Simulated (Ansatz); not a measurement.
Born–Oppenheimer molecular dynamics of AlFH$_{4}$O (7 atoms, charge 0, multiplicity 1). It starts at the highest image of a converged band, a first-order saddle point between two minima.

These are results of RKS BLYP-D4/6-31G* (Ansatz 0.2.0), not measurements.

* ensemble: NVE (velocity Verlet)
* time step: 0.5 fs
* steps asked: 200
* starting velocities drawn for: 100 K
* seed: 9023

First frame:

```xyz
7
Properties=species:S:1:pos:R:3
Al 0.033 -0.220 -0.073
H 0.005 -0.073 1.705
F 1.468 0.341 -0.712
H -1.350 0.129 -0.765
O 0.186 -1.984 0.602
H -0.598 -2.571 0.517
H 0.040 -1.147 1.515
```

**Question.** How far do the bonds stretch over the last three quarters of this one trajectory? (Pairs bonded in most of those frames.)

**Answer.** 
```csv
bond,mean (Å),spread (Å),shortest,longest
Al1–H2,1.603,0.019,1.57,1.63
Al1–F3,1.689,0.023,1.65,1.72
Al1–H4,1.615,0.022,1.57,1.65
Al1–O5,2.261,0.087,2.05,2.35
O5–H6,0.985,0.011,0.97,1.01
O5–H7,0.988,0.019,0.96,1.02
```

Mean temperature of the second half: 496 K. The conserved energy stayed within 0.064 meV per atom of its start (net change -0.013 meV per atom), so the integration is sound. The kinetic energy rose, since the run started high on the potential surface and went downhill. A run of 0.1 ps of so small a system gives no equilibrium averages. The orbitals stay closed-shell, which can raise the energy where a bond breaks towards radicals; this wasn't checked here.

Time of the run: 7.3 min on 1 thread of Arm Neoverse N1, with other jobs on the host, peak memory 0.096 GiB.
